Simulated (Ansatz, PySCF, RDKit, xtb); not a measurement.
# BNH5O+: from the formula to a structure, part 2 of 2

Task: start from the formula BNH5O+ (charge +1), draw up candidate structures, narrow them down in stages, and characterise the one that lies lowest at 600 K.

xtb, Ansatz and PySCF; isolated molecules. The steps go on from the part before.

### Step 11. c410a at CCSD(T)/def2-TZVPP

input.yaml reads:

```yaml
crystal:
  periodic: [false, false, false]
  atoms:
    - {symbol: B, position_ang: [-1.338857, -0.117815, 0.540119]}
    - {symbol: "N", position_ang: [-2.050633, 0.994771, 0.225204]}
    - {symbol: O, position_ang: [-0.691956, -0.171170, 1.886194]}
    - {symbol: H, position_ang: [-2.501427, 1.063951, -0.677305]}
    - {symbol: H, position_ang: [-2.204157, 1.813026, 0.797192]}
    - {symbol: H, position_ang: [-1.133012, -1.089768, -0.088264]}
    - {symbol: H, position_ang: [-0.172613, -0.947536, 2.155505]}
    - {symbol: H, position_ang: [-0.731950, 0.522965, 2.566662]}
basis:
  gaussian:
    orbitals: def2-TZVPP
total_charge: 1
correlation:
  method: ccsd_t
  frozen_orbitals: {H: 0, B: 1, O: 1, "N": 1}
```

Launch:

```bash
$ ansatz run input.yaml --threads 2 --pin off --max-ram 4350MiB --events-out events.jsonl --progress --plain --runs-dir runs
```

The program printed, cut to the lines that bear on the results:

```text
Warning: RAYON_NUM_THREADS=2 ignored (pool sized by the plan → 2); use --threads N
Functional definition: HF
  name "HF"
[...]
968 factors; integrals over basis functions are off by at most 1.1e-3 eV
[...]
mean field -4266.65540395 eV, -156.7966940523 hartree, gradient 2.6e-6 eV, S^2 0.000000; 0 other end points of the search recorded, 0 dependent functions left out
3 core orbitals not correlated: weight in the atoms' cores, before any rotation towards them, 1.000 or more for the frozen orbitals, at most 0.000 for the correlated occupied ones
reference -4266.65540395 eV, -156.7966940523 hartree; 9, 9 occupied and 151, 151 virtual orbitals, 968 factors
second order -15.01322016 eV of doubles, -0.00000000 eV of singles
cycle   1  -15.26643983 eV  change   -2.5e-1 eV  update   6.8e-2
[...]
cycle   9  -15.63540958 eV  change   -1.9e-6 eV  update   1.1e-5
perturbative correction -0.52218110 eV, -0.0191898014 hartree
Total energy: -4282.81299463 eV, -157.3904745578 hartree
```

Run time: 16 s. Hardware: 2 threads of Arm Neoverse V2, shared host; peak memory 1.3 GiB.

### Step 12. The ranking

Energies in kcal/mol from c440a; G adds the thermal terms to the CCSD(T)/def2-TZVPP energy. The columns left of the relaxed level are at the tight-binding geometries.

```tsv
label	SMILES	spin	GFN2-xTB	HF/STO-3G	r2SCAN-D4/def2-SVP	B3LYP-D4/def2-TZVP	HF/def2-TZVPP	MP2/def2-TZVPP	CCSD(T)/def2-TZVPP	G	share at equilibrium	T1
c440a	[NH3+]BO	singlet	0.0	0.0	0.0	0.0	0.0	0.0	0.0	0.0	100.0 %	0.012
c410a	NB[OH2+]	singlet	11.9	13.4	20.4	18.7	19.4	19.3	19.4	17.8	< 0.1 %	0.011
c388a	BO[NH3+]	singlet	70.1	76.0	90.1	84.2	88.1	90.0	86.6	86.1	< 0.1 %	0.013
```

Lowest found: c440a, `[NH3+]BO`, a singlet of point group Cs. Bond lengths: B1–N2 1.565 Å, B1–O3 1.315 Å, N2–H4 1.025 Å, N2–H5 1.025 Å, N2–H6 1.025 Å, B1–H7 1.181 Å, O3–H8 0.968 Å. Angles: N2–B1–O3 111.9°, B1–N2–H4 111.5°, B1–N2–H5 111.6°, B1–N2–H6 111.5°, N2–B1–H7 117.4°, O3–B1–H7 130.7°, B1–O3–H8 118.7°, H4–N2–H5 105.9°, H4–N2–H6 108.0°, H5–N2–H6 108.1°.

```xyz
8

B    -0.9039   -0.2093    0.8914
N    -2.0612    0.7247    1.3794
O    -0.5597    0.0440   -0.3518
H    -1.7765    1.2831    2.1909
H    -2.8785    0.1850    1.6826
H    -2.3610    1.3684    0.6404
H    -0.4859   -1.0026    1.6592
H     0.1499   -0.4783   -0.7527
```

### Step 13. Density, orbitals and dipole (PBE0/def2-TZVPD)

input.yaml reads:

```yaml
crystal:
  periodic: [false, false, false]
  atoms:
    - {symbol: B, position_ang: [-0.903881, -0.209267, 0.891386]}
    - {symbol: N, position_ang: [-2.061200, 0.724659, 1.379443]}
    - {symbol: O, position_ang: [-0.559667, 0.044016, -0.351828]}
    - {symbol: H, position_ang: [-1.776518, 1.283133, 2.190853]}
    - {symbol: H, position_ang: [-2.878465, 0.184965, 1.682636]}
    - {symbol: H, position_ang: [-2.360960, 1.368351, 0.640390]}
    - {symbol: H, position_ang: [-0.485942, -1.002598, 1.659204]}
    - {symbol: H, position_ang: [0.149937, -0.478289, -0.752692]}
basis:
  gaussian: {orbitals: def2-TZVPD}
total_charge: 1
output: {forces: true, orbitals: {seedname: orbitals}}
hamiltonian: {xc: pbe0}
```

Launch:

```bash
$ ansatz run input.yaml --threads 2 --pin off --max-ram 4350MiB --events-out events.jsonl --progress --plain --runs-dir runs
```

The program printed, cut to the lines that bear on the results:

```text
Warning: RAYON_NUM_THREADS=2 ignored (pool sized by the plan → 2); use --threads N
Functional definition: PBE0
  name "PBE0"
[...]
783 factors; their error is unknown
[...]
mean field -4286.82182233 eV, -157.5377962583 hartree, gradient 3.6e-5 eV, S^2 0.000000; 0 other end points of the search recorded, 0 dependent functions left out
[...]
reference -4286.82185506 eV, -157.5377974611 hartree; 12, 12 occupied and 147, 147 virtual orbitals, 783 factors
[...]
Atom 3 at    -1.776518     1.283133     2.190853 Å, force    -0.005704    -0.034728    -0.038126 eV/Å
Atom 4 at    -2.878465     0.184965     1.682636 Å, force     0.046392     0.017688    -0.014486 eV/Å
Atom 5 at    -2.360960     1.368351     0.640390 Å, force     0.019104    -0.032786     0.031685 eV/Å
Atom 6 at    -0.485942    -1.002598     1.659204 Å, force     0.041168    -0.075263     0.072026 eV/Å
Atom 7 at     0.149937    -0.478289    -0.752692 Å, force    -0.092578     0.049183     0.089814 eV/Å
Dipole moment:    -0.367640     0.148884     0.462658 e Å
```

It took 1.9 s on 2 threads of Arm Neoverse V2, shared host.

### Step 14. Frequencies after a tight-binding relaxation (GFN2-xTB)

start.xyz reads:

```xyz
8
c440a
B     -0.903881    -0.209267     0.891386
N     -2.061200     0.724659     1.379443
O     -0.559667     0.044016    -0.351828
H     -1.776518     1.283133     2.190853
H     -2.878465     0.184965     1.682636
H     -2.360960     1.368351     0.640390
H     -0.485942    -1.002598     1.659204
H      0.149937    -0.478289    -0.752692
```

Launch:

```bash
$ xtb start.xyz --gfn 2 --ohess tight --chrg 1
```

The program printed, cut to the lines that bear on the results:

```text
[...]
         ::                     SUMMARY                     ::
         :::::::::::::::::::::::::::::::::::::::::::::::::::::
         :: total energy             -10.395180118195 Eh    ::
         :: gradient norm              0.000145252765 Eh/a0 ::
         :: HOMO-LUMO gap              6.222648402099 eV    ::
         ::.................................................::
         :: SCC energy               -10.503839537301 Eh    ::
         :: -> isotropic ES            0.140741357403 Eh    ::
         :: -> anisotropic ES         -0.007944265600 Eh    ::
         :: -> anisotropic XC          0.002333719557 Eh    ::
         :: -> dispersion             -0.001725778473 Eh    ::
         :: repulsion energy           0.108659419107 Eh    ::
         :: add. restraining           0.000000000000 Eh    ::
         :: total charge               1.000000000000 e     ::
         :::::::::::::::::::::::::::::::::::::::::::::::::::::
[...]
          | TOTAL ENERGY              -10.395180118195 Eh   |
          | TOTAL ENTHALPY            -10.325827443493 Eh   |
          | TOTAL FREE ENERGY         -10.356680620086 Eh   |
          | GRADIENT NORM               0.000145248317 Eh/α |
[...]
```

Run time: 0.05 s. Hardware: 2 threads of Arm Neoverse V2, shared host.

### Step 15. Electronic excitations (TD-B3LYP/def2-SVPD)

An in-house driver calls PySCF's response routines at TD-B3LYP/def2-SVPD; it has no typed input.

The program printed:

```text
coarse grid: 6336 points
cycle   1  E = -157.4587364215  dE =  5.027e-01  |g| = 6.165e-01  |ddm| = 3.991e+00
cycle   2  E = -157.2760582089  dE =  1.827e-01  |g| = 1.148e+00  |ddm| = 1.370e+00
cycle   3  E = -157.5318182163  dE = -2.558e-01  |g| = 6.539e-02  |ddm| = 9.233e-01
cycle   4  E = -157.5326390714  dE = -8.209e-04  |g| = 2.814e-02  |ddm| = 1.109e-01
cycle   5  E = -157.5328018863  dE = -1.628e-04  |g| = 7.077e-03  |ddm| = 3.340e-02
cycle   6  E = -157.5328122759  dE = -1.039e-05  |g| = 1.265e-03  |ddm| = 7.273e-03
cycle   7  E = -157.5328126606  dE = -3.847e-07  |g| = 1.423e-04  |ddm| = 2.289e-03
final grid: 60272 points
cycle   8  E = -157.5570855528  dE = -3.178e-05  |g| = 5.008e-03  |ddm| = 6.877e-02
cycle   9  E = -157.5570818087  dE =  3.744e-06  |g| = 6.664e-03  |ddm| = 9.168e-03
cycle  10  E = -157.5570908829  dE = -9.074e-06  |g| = 2.891e-04  |ddm| = 5.037e-03
cycle  11  E = -157.5570908887  dE = -5.749e-09  |g| = 2.548e-04  |ddm| = 5.179e-04
cycle  12  E = -157.5570909002  dE = -1.152e-08  |g| = 3.227e-05  |ddm| = 1.981e-04
cycle  13  E = -157.5570909004  dE = -2.516e-10  |g| = 8.409e-06  |ddm| = 6.391e-05
converged SCF energy = -157.5570909004

Static polarisability (au): isotropic 24.371, principal 19.961 24.211 28.940

Singlet excitations
state   eV       nm        f      main configurations
  1   7.5970    163.2   0.00751   H->L 0.99
  2   9.1732    135.2   0.03341   H->L+1 0.95
  3   9.5589    129.7   0.13343   H-1->L 0.81, H->L+2 0.10
  4   9.9845    124.2   0.00814   H-1->L+1 0.98
  5  10.1992    121.6   0.02480   H-2->L 0.96
  6  10.2938    120.4   0.04907   H->L+2 0.87, H-1->L 0.08
  7  10.8875    113.9   0.00300   H-1->L+2 0.58, H->L+3 0.40
  8  10.9096    113.6   0.04219   H->L+3 0.58, H-1->L+2 0.39

Triplet excitations (Tamm-Dancoff, eV): 6.8945 7.3892 8.9423
```

Wall time 3.3 s (2 threads of Arm Neoverse V2, shared host).

The roots found:

```tsv
excited state	energy (eV)	strength
1	7.597	0.0075
2	9.173	0.0334
3	9.559	0.1334
4	9.985	0.0081
5	10.199	0.0248
6	10.294	0.0491
7	10.887	0.0030
8	10.910	0.0422
```

### Step 16. NMR shieldings (GIAO PBE0/pcSseg-1)

An in-house driver calls PySCF's response routines at GIAO PBE0/pcSseg-1; it has no typed input.

The program printed:

```text
coarse grid: 6336 points
cycle   1  E = -157.3685997257  dE =  5.246e-01  |g| = 5.866e-01  |ddm| = 2.161e+00
cycle   2  E = -157.2562007158  dE =  1.124e-01  |g| = 9.803e-01  |ddm| = 8.801e-01
cycle   3  E = -157.4334140356  dE = -1.772e-01  |g| = 5.648e-02  |ddm| = 6.089e-01
cycle   4  E = -157.4340545462  dE = -6.405e-04  |g| = 1.631e-02  |ddm| = 4.386e-02
cycle   5  E = -157.4341088917  dE = -5.435e-05  |g| = 5.044e-03  |ddm| = 1.286e-02
cycle   6  E = -157.4341137348  dE = -4.843e-06  |g| = 1.212e-03  |ddm| = 3.138e-03
final grid: 60272 points
cycle   7  E = -157.4544209386  dE = -2.354e-05  |g| = 9.142e-03  |ddm| = 1.408e-02
cycle   8  E = -157.4544042433  dE =  1.670e-05  |g| = 1.332e-02  |ddm| = 1.093e-02
cycle   9  E = -157.4544368968  dE = -3.265e-05  |g| = 1.119e-03  |ddm| = 6.678e-03
cycle  10  E = -157.4544371195  dE = -2.227e-07  |g| = 1.586e-04  |ddm| = 6.837e-04
cycle  11  E = -157.4544371239  dE = -4.392e-09  |g| = 3.031e-05  |ddm| = 9.699e-05
cycle  12  E = -157.4544371241  dE = -2.258e-10  |g| = 9.191e-06  |ddm| = 3.018e-05
converged SCF energy = -157.4544371241

GIAO shielding tensors (ppm)
atom      isotropic    diamagn.    paramagn.     s11        s22        s33       span
  0 B       67.792     196.133    -128.341     21.529     84.721     97.126     75.598
  1 N      210.532     317.606    -107.073    191.884    208.291    231.423     39.538
  2 O      126.329     389.800    -263.471    -81.116    156.647    303.458    384.574
  3 H       26.963      25.972       0.991     21.844     22.249     36.794     14.950
  4 H       26.952      24.091       2.861     21.850     22.221     36.786     14.935
  5 H       26.870      27.943      -1.073     21.397     23.358     35.855     14.458
  6 H       26.182      29.130      -2.948     24.107     25.653     28.788      4.680
  7 H       22.935      30.074      -7.140     19.166     19.188     30.451     11.285
```

Run time: 2.2 s. Hardware: 2 threads of Arm Neoverse V2, shared host.

Isotropic shieldings, averaged over atoms that the bond graph makes equivalent (absolute, not shifts):

```tsv
atoms	shielding (ppm)
B1	67.8
N2	210.5
O3	126.3
H4, H5, H6	26.93
H7	26.18
H8	22.93
```

### Step 17. One electron fewer at the same geometry (PBE0/def2-TZVPD)

input.yaml reads:

```yaml
crystal:
  periodic: [false, false, false]
  atoms:
    - symbol: B
      position_ang: [-0.903881, -0.209267, 0.891386]
    - symbol: N
      position_ang: [-2.061200, 0.724659, 1.379443]
    - symbol: O
      position_ang: [-0.559667, 0.044016, -0.351828]
    - symbol: H
      position_ang: [-1.776518, 1.283133, 2.190853]
    - symbol: H
      position_ang: [-2.878465, 0.184965, 1.682636]
    - symbol: H
      position_ang: [-2.360960, 1.368351, 0.640390]
    - symbol: H
      position_ang: [-0.485942, -1.002598, 1.659204]
    - symbol: H
      position_ang: [0.149937, -0.478289, -0.752692]
basis:
  gaussian:
    orbitals: def2-TZVPD
total_charge: 2
magnetization:
  spin_polarized: true
  initial_magnetization: 1
hamiltonian:
  xc: {name: PBE0}
```

Launch:

```bash
$ ansatz run input.yaml --threads 2 --pin off --max-ram 4350MiB --events-out events.jsonl --progress --plain --runs-dir runs
```

The program printed, cut to the lines that bear on the results:

```text
Warning: RAYON_NUM_THREADS=2 ignored (pool sized by the plan → 2); use --threads N
Functional definition: PBE0
  name "PBE0"
[...]
783 factors; their error is unknown
[...]
mean field -4268.32934604 eV, -156.8582102894 hartree, gradient 2.7e-5 eV, S^2 0.757733; 2 other end points of the search recorded, 0 dependent functions left out
reference -4268.32937288 eV, -156.8582112757 hartree; 12, 11 occupied and 147, 148 virtual orbitals, 783 factors
Total energy: -4268.32937288 eV, -156.8582112757 hartree
```

Wall time 4.5 s (2 threads of Arm Neoverse V2, shared host).

Difference from the parent: 18.49 eV.

### Step 18. One electron more at the same geometry (PBE0/def2-TZVPD)

Changes to input.yaml since step 17:

```diff
@@ -1 +1,4 @@
+basis:
+  gaussian:
+    orbitals: def2-TZVPD
 crystal:
@@ -5,3 +8,3 @@
       position_ang: [-0.903881, -0.209267, 0.891386]
-    - symbol: N
+    - symbol: "N"
       position_ang: [-2.061200, 0.724659, 1.379443]
@@ -19,6 +22,4 @@
       position_ang: [0.149937, -0.478289, -0.752692]
-basis:
-  gaussian:
-    orbitals: def2-TZVPD
-total_charge: 2
+hamiltonian:
+  xc: {name: PBE0}
 magnetization:
@@ -26,3 +27,3 @@
   initial_magnetization: 1
-hamiltonian:
-  xc: {name: PBE0}
+scf:
+  lower_state_search: "off"
```

Launch:

```bash
$ ansatz run input.yaml --threads 2 --pin off --max-ram 4350MiB --events-out events.jsonl --progress --plain --runs-dir runs
```

The program printed, cut to the lines that bear on the results:

```text
Warning: RAYON_NUM_THREADS=2 ignored (pool sized by the plan → 2); use --threads N
Functional definition: PBE0
  name "PBE0"
[...]
783 factors; their error is unknown
[...]
mean field -4290.70813393 eV, -157.6806155754 hartree, gradient 1.7e-6 eV, S^2 0.752644; 0 other end points of the search recorded, 0 dependent functions left out
reference -4290.70818084 eV, -157.6806172996 hartree; 13, 12 occupied and 146, 147 virtual orbitals, 783 factors
Total energy: -4290.70818084 eV, -157.6806172996 hartree
Checks for a lower state left out: stability, starts, cluster_reference, orbital_swaps, neighbouring_geometries, increment
```

Wall time 3 s (2 threads of Arm Neoverse V2, shared host).

Parent less the species with the added electron: 3.89 eV.

### Step 19. The triplet at the same geometry (PBE0/def2-TZVPD)

input.yaml reads:

```yaml
basis:
  gaussian:
    orbitals: def2-TZVPD
crystal:
  periodic: [false, false, false]
  atoms:
    - {symbol: B, position_ang: [-0.903881, -0.209267, 0.891386]}
    - {symbol: "N", position_ang: [-2.061200, 0.724659, 1.379443]}
    - {symbol: O, position_ang: [-0.559667, 0.044016, -0.351828]}
    - {symbol: H, position_ang: [-1.776518, 1.283133, 2.190853]}
    - {symbol: H, position_ang: [-2.878465, 0.184965, 1.682636]}
    - {symbol: H, position_ang: [-2.360960, 1.368351, 0.640390]}
    - {symbol: H, position_ang: [-0.485942, -1.002598, 1.659204]}
    - {symbol: H, position_ang: [0.149937, -0.478289, -0.752692]}
total_charge: 1
magnetization:
  spin_polarized: true
  initial_magnetization: 2
hamiltonian:
  xc: pbe0
```

Launch:

```bash
$ ansatz run input.yaml --threads 2 --pin off --max-ram 4350MiB --events-out events.jsonl --progress --plain --runs-dir runs
```

The program printed, cut to the lines that bear on the results:

```text
Warning: RAYON_NUM_THREADS=2 ignored (pool sized by the plan → 2); use --threads N
Functional definition: PBE0
  name "PBE0"
[...]
783 factors; their error is unknown
[...]
mean field -4279.88360434 eV, -157.2828214501 hartree, gradient 5.6e-6 eV, S^2 2.006383; 2 other end points of the search recorded, 0 dependent functions left out
reference -4279.88363993 eV, -157.2828227579 hartree; 13, 11 occupied and 146, 148 virtual orbitals, 783 factors
Total energy: -4279.88363993 eV, -157.2828227579 hartree
```

Wall time 6.6 s (2 threads of Arm Neoverse V2, shared host).

It lies 6.94 eV above the singlet.

### Step 20. Stability of the closed-shell solution (PBE0/def2-SVP)

geometry.xyz reads:

```xyz
8
BH5NO
B     -0.903881    -0.209267     0.891386
N     -2.061200     0.724659     1.379443
O     -0.559667     0.044016    -0.351828
H     -1.776518     1.283133     2.190853
H     -2.878465     0.184965     1.682636
H     -2.360960     1.368351     0.640390
H     -0.485942    -1.002598     1.659204
H      0.149937    -0.478289    -0.752692
```

input.py reads:

```python
# [NH3+]BO
from pyscf import gto, dft

mol = gto.Mole()
mol.atom = 'geometry.xyz'
mol.charge = 1
mol.max_memory = 3100
mol.verbose = 3
mol.basis = 'def2-svp'
mol.build()

mf = dft.RKS(mol, xc='pbe0')
mf = mf.density_fit(auxbasis='def2-universal-jkfit')
mf.grids.level = 3
mf.max_cycle = 100
mf.kernel()
if not mf.converged:
    mf = mf.newton().run(mf.mo_coeff, mf.mo_occ)

etot = mf.e_tot
print('E(%s) = %.9f' % ('PBE0', etot))
mo_i, mo_e, stable_i, stable_e = mf.stability(internal=True, external=True, return_status=True)
print('stable: internal', stable_i, 'external', stable_e)
```

Launch:

```bash
$ OMP_NUM_THREADS=2 python input.py
```

The program printed:

```text
converged SCF energy = -157.358531960087
E(PBE0) = -157.358531960
<class 'pyscf.df.df_jk.DFRKS'> wavefunction is stable in the internal stability analysis
<class 'pyscf.df.df_jk.DFRKS'> wavefunction is stable in the real -> complex stability analysis
<class 'pyscf.df.df_jk.DFRKS'> wavefunction is stable in the RHF/RKS -> UHF/UKS stability analysis
stable: internal True external True
```

Run time: 20 s. Hardware: 2 threads of Arm Neoverse V2, shared host.

### Step 21. Outcome

The summary covers parts 1 to 2.

| quantity | value |
| --- | --- |
| lowest structure found | [NH3+]BO, singlet, Cs |
| next finalist | NB[OH2+], singlet, 17.8 kcal/mol higher in G |
| share at equilibrium, among the finalists | 100.0 % |
| funnel | 9 starts, 8 minima at GFN2-xTB, 8 screening runs, 1 rescued, 3 relaxed, 3 ranked |
| CPU time of all runs | 9.8 min |
| harmonic wavenumbers, lowest and highest (B3LYP-D4/def2-TZVP) | 117 and 3776 cm⁻¹ |
| rotational constants, same geometry | 1.535, 0.2996, 0.2612 cm⁻¹ |
| HOMO energy (PBE0/def2-TZVPD) | -15.69 eV |
| LUMO energy (PBE0/def2-TZVPD) | -5.98 eV |
| HOMO–LUMO gap (PBE0/def2-TZVPD) | 9.71 eV |
| lowest excitation (TD-B3LYP/def2-SVPD) | 7.60 eV (f = 0.008) |
| strongest of the states computed, same level | 9.56 eV (f = 0.133) |
| lowest triplet excitation, same level, Tamm-Dancoff | 6.89 eV |
| vertical ionisation energy | 18.49 eV |
| vertical recombination energy (electron added) | 3.89 eV |
| vertical triplet less singlet | +6.94 eV |

In words: The lowest structure found is `[NH3+]BO`. Among the finalists first place is clear (17.8 kcal/mol); structures outside the list aren't covered. GFN2-xTB, HF/STO-3G, r2SCAN-D4/def2-SVP, B3LYP-D4/def2-TZVP, HF/def2-TZVPP and MP2/def2-TZVPP already put its bonding pattern lowest among the structures in one piece. The largest share of the time went into the vibrations (42 %). The search is not exhaustive (a finite list of starts, one conformer a finalist), so a lower isomer can't be ruled out. Patterns outside the rules of the enumeration were met only by chance.
